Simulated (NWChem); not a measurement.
System: C$_{4}$H$_{6}$; SMILES CC#CC

Excerpt of the output:

```
             Northwest Computational Chemistry Package (NWChem) 7.3.0
             --------------------------------------------------------

                             Geometry "geometry" -> ""
                             -------------------------

 Output coordinates in angstroms (scale by  1.889725989 to convert to a.u.)

  No.       Tag          Charge          X              Y              Z
 ---- ---------------- ---------- -------------- -------------- --------------
    1 C                    6.0000     2.04534800    -0.10081200    -0.23324200
    2 C                    6.0000     0.60160000    -0.02947900    -0.06764100
    3 C                    6.0000    -0.60180100     0.02847200     0.06673000
    4 C                    6.0000    -2.04531900     0.10051800     0.23325900
    5 H                    1.0000     2.50127300     0.90181800    -0.21213900
    6 H                    1.0000     2.31363300    -0.56811000    -1.19386700
    7 H                    1.0000     2.51246300    -0.69483300     0.56822700
    8 H                    1.0000    -2.57225000    -0.33200300    -0.63204100
    9 H                    1.0000    -2.38312400     1.14339000     0.34095000
   10 H                    1.0000    -2.37176700    -0.44899800     1.13028200

 Effective nuclear repulsion energy (a.u.)      99.8020926103

  pbe96 is a nonlocal functional; adding pw91lda local functional.

                                 NWChem DFT Module
                                 -----------------

 Summary of "ao basis" -> "ao basis" (spherical)
 ------------------------------------------------------------------------------
       Tag                 Description            Shells   Functions and Types
 ---------------- ------------------------------  ------  ---------------------
 C                          def2-svp                 6       14   3s2p1d
 H                          def2-svp                 3        5   2s1p

 in cosmo_initialize ...
 calling solv_data for solv:h2o

 solvent parameters
 solvname_short: h2o
 solvname_long:  water
 dielec:       78.4000
 dielecinf:     1.7769
 aqueous SMD model solvent descriptors
 dielec:       78.4000
 sola:          0.8200

          ---------------
          -cosmo- solvent
          ---------------
 Cosmo: York-Karplus, doi: 10.1021/jp992097l
 dielectric constant -eps-     =  78.40
 screen = (eps-1)/(eps    )    =   0.98724
 surface charge correction     = lagrangian

   van der Waals surface
 --------------------------

 ---------- ATOMIC COORDINATES (A.U.) ------------ VDWR(ANG.) --
     1    3.86514727   -0.19050706   -0.44076347     1.850
     2    1.13685915   -0.05570723   -0.12782296     1.850
     3   -1.13723899    0.05380428    0.12610142     1.850
     4   -3.86509247    0.18995148    0.44079559     1.850
     5    4.72672059    1.70418891   -0.40088458     1.200
     6    4.37213241   -1.07357223   -2.25608150     1.200
     7    4.74786663   -1.31304398    1.07379333     1.200
     8   -4.86084767   -0.62739470   -1.19438430     1.200
     9   -4.50345136    2.16069380    0.64430208     1.200
    10   -4.48198974   -0.84848319    2.13592327     1.200
 number of segments per atom =        128
 number of   points per atom =        128
 atom (   nspa,  nppa )
 ----------------------
    1 (     62,     0 )       0
    2 (     60,     0 )       0
    3 (     60,     0 )       0
    4 (     66,     0 )       0
    5 (     53,     0 )       0
    6 (     53,     0 )       0
    7 (     53,     0 )       0
    8 (     54,     0 )       0
    9 (     54,     0 )       0
   10 (     54,     0 )       0
 number of -cosmo- surface points =      569
 molecular surface =    107.006 angstrom**2
 molecular volume  =     71.770 angstrom**3
 -lineq- algorithm             =   0
 -bem- low  level              =   3
 -bem- from -octahedral-
 gaussian surface charge width =   4.50000
 degree of switching           =   1.00000
 switching function tolerance  =   0.00010
 atomic radii =
 --------------
    1  6.000  1.850
    2  6.000  1.850
    3  6.000  1.850
    4  6.000  1.850
    5  1.000  1.200
    6  1.000  1.200
    7  1.000  1.200
    8  1.000  1.200
    9  1.000  1.200
   10  1.000  1.200
 ...... end of -cosmo- initialization ......

 nat:                    10
 ixmem:                  5529
 calling mnsol_interface()
 G(SMD-CDS) energy (kcal/mol)  =     3.316
 SMD-CDS SASA (angstrom**2)    =   132.250

            General Information
            -------------------
          SCF calculation type: DFT
          Wavefunction type:  closed shell.
          No. of atoms     :    10
          No. of electrons :    30
           Alpha electrons :    15
            Beta electrons :    15
          Charge           :     0
          Spin multiplicity:     1
          Use of symmetry is: off; symmetry adaption is: off
          Maximum number of iterations: 150
          AO basis - number of functions:    86
                     number of shells:    42
          Convergence on energy requested:  1.00D-06
          Convergence on density requested:  1.00D-05
          Convergence on gradient requested:  5.00D-04

              XC Information
              --------------
          PerdewBurkeErnzerhof Exchange Functional  1.000
            Perdew 1991 LDA Correlation Functional  1.000 local
           PerdewBurkeErnz. Correlation Functional  1.000 non-local

             Grid Information
             ----------------
          Grid used for XC integration:  medium
          Radial quadrature: Mura-Knowles
          Angular quadrature: Lebedev.
          Tag              B.-S. Rad. Rad. Pts. Rad. Cut. Ang. Pts.
          ---              ---------- --------- --------- ---------
          C                   0.70       49          12.0       434
          H                   0.35       45          12.0       434
          Grid pruning is: on
          Number of quadrature shells:   466
          Spatial weights used:  Erf1

      Superposition of Atomic Density Guess
      -------------------------------------

 Sum of atomic energies:        -153.49491617

      Non-variational initial energy
      ------------------------------

 Total energy =    -156.033849
 1-e energy   =    -401.224143
 2-e energy   =     145.388201
 HOMO         =      -0.308269
 LUMO         =       0.068351

   convergence    iter        energy       DeltaE   RMS-Dens  Diis-err
 ---------------- ----- ----------------- --------- --------- ---------
     COSMO gas phase
 d= 0,ls=0.0,diis     1   -155.6078133621 -2.55D+02  1.26D-02  3.25D-01
 d= 0,ls=0.0,diis     2   -155.6340358413 -2.62D-02  4.53D-03  7.01D-02
 d= 0,ls=0.0,diis     3   -155.6375880247 -3.55D-03  1.71D-03  4.96D-02
 d= 0,ls=0.0,diis     4   -155.6439549067 -6.37D-03  2.07D-04  7.62D-05
 d= 0,ls=0.0,diis     5   -155.6439648519 -9.95D-06  5.08D-05  2.04D-05
  Resetting Diis
 d= 0,ls=0.0,diis     6   -155.6439678436 -2.99D-06  1.22D-05  5.39D-07
 d= 0,ls=0.0,diis     7   -155.6439677804  6.32D-08  3.15D-05  1.04D-06
 d= 0,ls=0.0,diis     8   -155.6439664116  1.37D-06  2.42D-05  1.15D-05
 d= 0,ls=0.0,diis     9   -155.6439679157 -1.50D-06  6.42D-07  3.83D-09
 d= 0,ls=0.0,diis    10   -155.6439679162 -5.69D-10  3.31D-08  1.05D-11

   convergence    iter        energy       DeltaE   RMS-Dens  Diis-err
 ---------------- ----- ----------------- --------- --------- ---------
     COSMO solvation phase
 d= 0,ls=0.0,diis     1   -155.6439029365  6.50D-05  2.25D-03  2.55D-03
 d= 0,ls=0.0,diis     2   -155.6445672550 -6.64D-04  4.84D-04  1.55D-03
 d= 0,ls=0.0,diis     3   -155.6447992881 -2.32D-04  1.48D-04  1.20D-04
 d= 0,ls=0.0,diis     4   -155.6448163630 -1.71D-05  2.30D-05  4.18D-06
 d= 0,ls=0.0,diis     5   -155.6448166773 -3.14D-07  1.21D-05  1.54D-06
 d= 0,ls=0.0,diis     6   -155.6448168384 -1.61D-07  4.88D-06  2.77D-07

         Total DFT energy =     -155.644816838437
      One electron energy =     -405.997490028506
           Coulomb energy =      173.821559302773
    Exchange-Corr. energy =      -23.613773323060
 Nuclear repulsion energy =       99.802092610303

             COSMO energy =        0.342794600054

 Numeric. integr. density =       30.000004521790

                                COSMO-SMD solvation results
                                ---------------------------

             internal energy in gas <Psi(g)|H|Psi(g)> =      -155.643967916232
         internal energy in solvent <Psi(s)|H|Psi(s)> =      -155.642849126620
                               delta internal energy  =         0.001118789612 (    0.70 kcal/mol)
   total free energy in solvent <Psi(s)|H+V/2|Psi(s)> =      -155.650101600076
 polarization energy contribution <Psi(s)|V/2|Psi(s)> =        -0.007252473456 (   -4.55 kcal/mol)
    total free energy in solvent including G(SMD-CDS) =      -155.644816838437
                       G(SMD-CDS) energy contribution =         0.005284761639 (    3.32 kcal/mol)
     1 M fixed-concentration free energy of solvation =        -0.000848922205 (   -0.53 kcal/mol)

                       DFT Final Molecular Orbital Analysis
                       ------------------------------------

 Vector   13  Occ=2.000000D+00  E=-3.674963D-01
              MO Center=  4.1D-02,  1.6D-01,  1.4D-01, r^2= 6.0D+00
   Bfn.  Coefficient  Atom+Function         Bfn.  Coefficient  Atom+Function
  ----- ------------  ---------------      ----- ------------  ---------------
     5      0.310019   1 C  py               47     -0.307968   4 C  py
    57      0.233965   5 H  s                77     -0.233113   9 H  s
    67     -0.186357   7 H  s                82      0.183623  10 H  s
     8      0.117607   1 C  py               50     -0.116711   4 C  py
    58      0.086709   5 H  s                78     -0.086427   9 H  s

 Vector   14  Occ=2.000000D+00  E=-2.252542D-01
              MO Center=  8.1D-03,  2.7D-03,  6.7D-02, r^2= 2.5D+00
   Bfn.  Coefficient  Atom+Function         Bfn.  Coefficient  Atom+Function
  ----- ------------  ---------------      ----- ------------  ---------------
    19      0.311838   2 C  py               33      0.311729   3 C  py
    20     -0.242426   2 C  pz               34     -0.242367   3 C  pz
    22      0.195864   2 C  py               36      0.195909   3 C  py
    23     -0.152249   2 C  pz               37     -0.152239   3 C  pz
    67      0.149402   7 H  s                82      0.149135  10 H  s

 Vector   15  Occ=2.000000D+00  E=-2.252213D-01
              MO Center= -8.4D-03, -3.5D-03, -6.7D-02, r^2= 2.5D+00
   Bfn.  Coefficient  Atom+Function         Bfn.  Coefficient  Atom+Function
  ----- ------------  ---------------      ----- ------------  ---------------
    20      0.308977   2 C  pz               34      0.308996   3 C  pz
    19      0.241971   2 C  py               33      0.241962   3 C  py
    23      0.194069   2 C  pz               37      0.193973   3 C  pz
    62      0.153812   6 H  s                72      0.153917   8 H  s
    22      0.151992   2 C  py               36      0.151950   3 C  py

 Vector   16  Occ=0.000000D+00  E= 1.900644D-02
              MO Center=  1.7D-02,  6.1D-02,  1.1D-01, r^2= 3.9D+00
   Bfn.  Coefficient  Atom+Function         Bfn.  Coefficient  Atom+Function
  ----- ------------  ---------------      ----- ------------  ---------------
    22      0.510585   2 C  py               36     -0.510840   3 C  py
    58     -0.422414   5 H  s                78      0.423620   9 H  s
    68      0.415547   7 H  s                83     -0.414520  10 H  s
    19      0.374366   2 C  py               33     -0.374622   3 C  py
    23     -0.241507   2 C  pz               37      0.241564   3 C  pz

 Vector   17  Occ=0.000000D+00  E= 1.903622D-02
              MO Center= -1.7D-02, -6.1D-02, -1.2D-01, r^2= 3.9D+00
   Bfn.  Coefficient  Atom+Function         Bfn.  Coefficient  Atom+Function
  ----- ------------  ---------------      ----- ------------  ---------------
    23      0.506393   2 C  pz               37     -0.506164   3 C  pz
    63      0.487963   6 H  s                73     -0.478780   8 H  s
    20      0.371663   2 C  pz               34     -0.371411   3 C  pz
    83      0.254528  10 H  s                68     -0.243287   7 H  s
    22      0.239909   2 C  py               36     -0.239810   3 C  py

 Vector   18  Occ=0.000000D+00  E= 5.463040D-02
              MO Center=  7.7D-03,  7.6D-04, -3.6D-04, r^2= 1.0D+01
   Bfn.  Coefficient  Atom+Function         Bfn.  Coefficient  Atom+Function
  ----- ------------  ---------------      ----- ------------  ---------------
     3      2.304320   1 C  s                45      2.296984   4 C  s
    58     -0.831725   5 H  s                68     -0.830989   7 H  s
    73     -0.830352   8 H  s                63     -0.824685   6 H  s
    78     -0.825055   9 H  s                83     -0.824284  10 H  s
    17     -0.767778   2 C  s                31     -0.767901   3 C  s

     Multipole analysis of the density
     ---------------------------------

     L   x y z        total         alpha         beta         nuclear
     -   - - -        -----         -----         ----         -------
     0   0 0 0     -0.000000    -15.000000    -15.000000     30.000000

     1   1 0 0     -0.000719      0.000400      0.000400     -0.001519
     1   0 1 0      0.000759      0.006561      0.006561     -0.012363
     1   0 0 1      0.000600      0.004034      0.004034     -0.007468

     2   2 0 0    -12.594526   -167.687863   -167.687863    322.781200
     2   1 1 0     -0.306282      7.507346      7.507346    -15.320974
     2   1 0 1     -0.705953     17.399979     17.399979    -35.505912
     2   0 2 0    -18.814776    -15.424030    -15.424030     12.033283
     2   0 1 1      0.035154     -0.856305     -0.856305      1.747763
     2   0 0 2    -18.746752    -17.039562    -17.039562     15.332372
```

Level: PBE/def2-SVP, SMD on the gas-phase geometry. Geometry: optimised at PBE0/def2-SVP. Solvent: water.

**Question.** Reconstruct the input file.

**Answer.** One answer among several that fit: the input that was run:
```
start job
memory heap 200 mb stack 900 mb global 1100 mb
geometry units angstroms noautosym nocenter noautoz
  C      2.045348    -0.100812    -0.233242
  C      0.601600    -0.029479    -0.067641
  C     -0.601801     0.028472     0.066730
  C     -2.045319     0.100518     0.233259
  H      2.501273     0.901818    -0.212139
  H      2.313633    -0.568110    -1.193867
  H      2.512463    -0.694833     0.568227
  H     -2.572250    -0.332003    -0.632041
  H     -2.383124     1.143390     0.340950
  H     -2.371767    -0.448998     1.130282
end
basis spherical
  C library def2-svp
  H library def2-svp
end
dft
  xc xpbe96 cpbe96
  iterations 150
end
cosmo
  do_cosmo_smd true
  solvent water
end
task dft energy
```
